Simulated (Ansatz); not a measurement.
Input file:

```yaml
crystal:
  periodic: [false, false, false]
  atoms:
    - {symbol: N, position_ang: [0.000000, 0.000000, 0.290233]}
    - {symbol: Mg, position_ang: [0.000000, 0.000000, -1.591467]}
    - {symbol: H, position_ang: [0.000000, 0.000000, 1.301233]}
basis:
  gaussian: {orbitals: 6-31G}
magnetization: {spin_polarized: false, initial_magnetization: 2}
hamiltonian: {xc: hf}
accuracy: high
output: {orbitals: {seedname: orbitals}}
```

```sh
$ ansatz run in.yaml --threads 1 --pin off --events-out ev --progress --plain --max-ram 2393MiB
```

(1) Roughly how long does this take on 1 thread of INTEL XEON PLATINUM 8581C, shared host, and how much host memory?

```
527 factors; integrals over basis functions are off by at most 3.2e-9 eV
mean field evaluation 1: about -6925.0390 eV, gradient 2.1e1 eV
mean field evaluation 2: about -6925.0804 eV, gradient 2.1e1 eV
mean field evaluation 4: about -6926.6656 eV, gradient 2.9e0 eV
mean field evaluation 8: about -6926.7269 eV, gradient 2.6e-1 eV
mean field evaluation 16: about -6926.7276 eV, gradient 2.9e-8 eV
mean field evaluation 32: about -6924.9385 eV, gradient 9.9e-1 eV
mean field -6926.72763762 eV, -254.5525455779 hartree, gradient 2.9e-8 eV, S^2 2.000000; 0 other end points of the search recorded, 0 dependent functions left out
reference -6926.72763762 eV, -254.5525455779 hartree; 11, 9 occupied and 13, 15 virtual orbitals, 527 factors
Total energy: -6926.72763762 eV, -254.5525455779 hartree
```

Answers

(1) 0.24 s wall and 0.15 GiB.
